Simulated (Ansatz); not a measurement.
A structure drawn as `OC1=NCN1`, with this starting geometry:

Cartesian coordinates in Å:
```
O -0.1330 1.1421 -1.6043
C -0.1076 0.3318 -0.6475
N -0.9501 -0.5052 -0.1848
C 0.0683 -0.8553 0.8443
N 0.8622 0.1442 0.2420
H -1.0027 1.0734 -2.1151
H 0.4598 -1.8297 0.8624
H -0.2824 -0.5262 1.8457
H 1.0856 1.0248 0.7573
```

The species carries charge 0 and has multiplicity 1.

Q: Relax it with Ansatz at PBE-D4/def2-SVP and then PBE0-D4/def2-TZVP. Is the drawn bonding still there?

A: Yes, every drawn bond is still there and no new one forms.

Q: Give the relaxed structure. (Estimate.)

A: Computed: 
```xyz
9

O     1.049   -1.705    0.293
C     0.261   -0.667    0.070
N    -0.719   -0.490   -0.742
C    -0.745    0.890   -0.214
N     0.308    0.523    0.775
H     0.782   -2.407   -0.314
H    -1.688    1.173    0.257
H    -0.424    1.638   -0.941
H     1.174    1.045    0.817
```
All modes are real.

Atoms count as bonded under 1.1 times the sum of their covalent radii (H–H under 0.85 Å, pairs among N, O and F under 1.55 Å), and a drawn bond as lost past 1.3 times.
